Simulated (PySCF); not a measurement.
Method: PySCF energies plus ideal-gas RRHO corrections (1 bar). Table values come from the NASA 1993 polynomials. Open shells (unrestricted): CF (multiplicity 2, electronic degeneracy 4). Spin-orbit splitting is ignored; it lowers the true energy and changes the entropy of CF. The harmonic model lacks anharmonicity and excited electronic states, which grow with temperature; levels with a mode under 35 cm⁻¹ are left out. The table's entry may be an old estimate for CF (not checked at source).

Harmonic frequencies at PBE/def2-SVP (cm⁻¹): 1308. Point group C∞v; S°(298 K) = 213.2 J/mol/K at this level.

### Question
Work out Cp and S° of gaseous CF at 500, 800, 1200, 1600, 2000 K from these, and set them beside the table.

### Answer
| T (K) | Cp PBE/def2-SVP | Cp table | S° PBE/def2-SVP | S° table |
|---|---|---|---|---|
| 500 | 32.0 | 32.2 | 229.1 | 229.1 |
| 800 | 34.4 | 34.8 | 244.7 | 244.8 |
| 1200 | 35.9 | 36.3 | 259.0 | 259.3 |
| 1600 | 36.5 | 37.1 | 269.4 | 269.8 |
| 2000 | 36.8 | 37.6 | 277.6 | 278.2 |
Units J/mol/K.
